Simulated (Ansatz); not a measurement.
Relative stability

Two isomers of LiAlH3S (charge +1), singlet, relaxed at PBE0-D4/def2-TZVP (vibrations not checked).

A:

| atom | x (Å) | y (Å) | z (Å) |
| --- | --- | --- | --- |
| Li1 | -2.2723 | -1.9141 | -0.0262 |
| S2 | -0.1329 | -1.0557 | 0.2080 |
| Al3 | 0.5031 | 1.1155 | 0.2087 |
| H4 | 0.5930 | -1.5054 | -0.8300 |
| H5 | 1.6980 | 1.4165 | -0.7538 |
| H6 | -0.3891 | 1.9432 | 1.1933 |

B:

```
atom    x (Å)    y (Å)    z (Å)
 Li1  -2.7374  -1.2900  -1.2553
 Al2  -0.0147  -0.7544   0.5831
  S3   0.4473   1.2528  -0.0174
  H4   0.6205  -1.7893   1.5638
  H5  -1.3629  -1.2215  -0.2306
  H6   1.5355   1.3530   0.7695
```

Program: Ansatz 0.2.0. Basis: def2-TZVPP. Cores are frozen in the correlated methods. The outer core shell of Li, Na, Mg and K is correlated. B3LYP uses VWN-RPA correlation.

(1) Which structure is lower at CCSD(T), and by how much? (To be estimated.)

T1 diagnostic: at most 0.011.

Results:

(1) The calculation gives: A, by 5.75 kcal/mol (electronic energy, against the other). By their contacts, A is LiAlH₃S ([Li][SH][AlH2]), total charge +1 and B is LiAlH₃S ([Li][H][AlH][SH]), total charge +1.

All methods give the same order:

| method | E(B) − E(A) (kcal/mol) |
| --- | --- |
| PBE-D4 | 5.85 |
| r2SCAN-D4 | 5.64 |
| PBE0-D4 | 6.51 |
| B3LYP-D4 | 6.31 |
| wB97M-V | 6.36 |
| HF | 7.67 |
| MP2 | 5.84 |
| CCSD | 6.13 |
| CCSD(T) | 5.75 |

Labels in which every atom is bracketed show which atoms are joined, not bond orders.
